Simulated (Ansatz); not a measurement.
Molecular dynamics, step by step

Si₂H₇F (SMILES [SiH4].[SiH3]F), closed shell, PBE0-D4/def2-SVP (Ansatz 0.2.0). Settings (timestep in fs, temperature in K; T counts 24 degrees of freedom):

```yaml
hamiltonian: {xc: pbe0, dispersion: d4}
md: {n_steps: 30, timestep: 0.5, temperature: 200, ensemble: nve, seed: 699, initial_velocities: maxwell_boltzmann}
```

Start (the SMILES describes the start alone):

```csv
atom,x (Å),y (Å),z (Å)
Si1,-0.0804,-0.0888,-2.0132
H2,-0.6826,-0.5115,-3.3043
H3,0.4729,1.2800,-2.1498
H4,0.9939,-1.0412,-1.6392
H5,-1.1380,-0.1002,-0.9687
Si6,0.0595,0.0744,2.0431
F7,1.0348,0.7283,0.9522
H8,-0.1102,-1.3601,1.7154
H9,-1.2405,0.7823,1.9906
H10,0.6908,0.2365,3.3739
```

```
step  time (fs)  potential energy less the start (meV)  kinetic energy (meV)  T (K)
   0       0.00                                    0.0                 206.8    200
   2       1.00                                    6.1                 200.7    194
   4       2.00                                   21.7                 185.3    179
   6       3.00                                   40.8                 166.2    161
   8       4.00                                   59.2                 147.8    143
  10       5.00                                   76.2                 130.8    126
  12       6.00                                   93.1                 113.9    110
  14       7.00                                  110.4                  96.7     93
  16       8.00                                  125.9                  81.2     79
  18       9.00                                  135.6                  71.6     69
  20      10.00                                  135.5                  71.7     69
  22      11.00                                  124.2                  82.9     80
  24      12.00                                  103.6                 103.5    100
  26      13.00                                   78.0                 129.0    125
  28      14.00                                   53.4                 153.5    148
  30      15.00                                   35.0                 171.9    166
```

Step 2, positions (Å) and forces (eV/Å):

```json
{"atom": "Si1", "x": "-0.081", "y": "-0.089", "z": "-2.014", "Fx": "0.240", "Fy": "0.013", "Fz": "-0.177"}
{"atom": "H2", "x": "-0.685", "y": "-0.490", "z": "-3.313", "Fx": "-0.042", "Fy": "-0.121", "Fz": "-0.074"}
{"atom": "H3", "x": "0.492", "y": "1.268", "z": "-2.186", "Fx": "0.036", "Fy": "0.166", "Fz": "0.067"}
{"atom": "H4", "x": "0.990", "y": "-1.038", "z": "-1.615", "Fx": "0.077", "Fy": "-0.104", "Fz": "-0.037"}
{"atom": "H5", "x": "-1.125", "y": "-0.102", "z": "-0.974", "Fx": "-0.299", "Fy": "0.054", "Fz": "0.258"}
{"atom": "Si6", "x": "0.060", "y": "0.073", "z": "2.046", "Fx": "-0.508", "Fy": "-0.298", "Fz": "0.213"}
{"atom": "F7", "x": "1.034", "y": "0.730", "z": "0.950", "Fx": "0.508", "Fy": "0.320", "Fz": "-0.597"}
{"atom": "H8", "x": "-0.113", "y": "-1.364", "z": "1.712", "Fx": "-0.005", "Fy": "-0.075", "Fz": "0.025"}
{"atom": "H9", "x": "-1.238", "y": "0.784", "z": "1.998", "Fx": "-0.152", "Fy": "0.052", "Fz": "0.009"}
{"atom": "H10", "x": "0.682", "y": "0.244", "z": "3.369", "Fx": "0.145", "Fy": "-0.006", "Fz": "0.311"}
```

Step 18, positions (Å) and forces (eV/Å):

```
atom       x       y       z      Fx      Fy      Fz
 Si1  -0.079  -0.089  -2.022   0.059   0.307   0.096
  H2  -0.706  -0.406  -3.349   0.001  -0.465   0.243
  H3   0.624   1.195  -2.384  -0.215  -0.032   0.527
  H4   0.952  -1.039  -1.491  -0.105  -0.112  -0.364
  H5  -1.143  -0.055  -0.933   0.265   0.301  -0.460
 Si6   0.060   0.059   2.068   0.147   0.658  -0.050
  F7   1.029   0.746   0.927  -0.277  -0.287   0.402
  H8  -0.126  -1.375   1.715   0.076  -0.015   0.091
  H9  -1.248   0.788   2.053   0.089  -0.129  -0.062
 H10   0.676   0.285   3.431  -0.040  -0.226  -0.423
```

Step 26, positions (Å) and forces (eV/Å):

```json
{"atom": "Si1", "x": "-0.076", "y": "-0.087", "z": "-2.027", "Fx": "-0.202", "Fy": "0.152", "Fz": "0.239"}
{"atom": "H2", "x": "-0.714", "y": "-0.460", "z": "-3.317", "Fx": "-0.080", "Fy": "-0.375", "Fz": "-0.008"}
{"atom": "H3", "x": "0.650", "y": "1.159", "z": "-2.378", "Fx": "-0.019", "Fy": "0.284", "Fz": "0.304"}
{"atom": "H4", "x": "0.911", "y": "-1.062", "z": "-1.504", "Fx": "0.079", "Fy": "-0.267", "Fz": "-0.158"}
{"atom": "H5", "x": "-1.144", "y": "0.031", "z": "-0.959", "Fx": "0.226", "Fy": "0.205", "Fz": "-0.331"}
{"atom": "Si6", "x": "0.059", "y": "0.055", "z": "2.078", "Fx": "0.518", "Fy": "0.816", "Fz": "-0.443"}
{"atom": "F7", "x": "1.026", "y": "0.752", "z": "0.918", "Fx": "-0.518", "Fy": "-0.459", "Fz": "0.699"}
{"atom": "H8", "x": "-0.116", "y": "-1.371", "z": "1.739", "Fx": "0.046", "Fy": "-0.211", "Fz": "0.000"}
{"atom": "H9", "x": "-1.244", "y": "0.768", "z": "2.068", "Fx": "-0.080", "Fy": "-0.007", "Fz": "-0.055"}
{"atom": "H10", "x": "0.687", "y": "0.266", "z": "3.424", "Fx": "0.032", "Fy": "-0.137", "Fz": "-0.247"}
```

Last step (30):

```tsv
atom	x (Å)	y (Å)	z (Å)
Si1	-0.0746	-0.0854	-2.0286
H2	-0.7223	-0.5092	-3.2996
H3	0.6597	1.1538	-2.3544
H4	0.8933	-1.0874	-1.5225
H5	-1.1303	0.0866	-0.9938
Si6	0.0601	0.0548	2.0817
F7	1.0224	0.7534	0.9158
H8	-0.1076	-1.3806	1.7519
H9	-1.2445	0.7556	2.0722
H10	0.6927	0.2469	3.4038
```

The run took about 21 s on 4 CPU threads of an Arm Neoverse V2 (shared host).
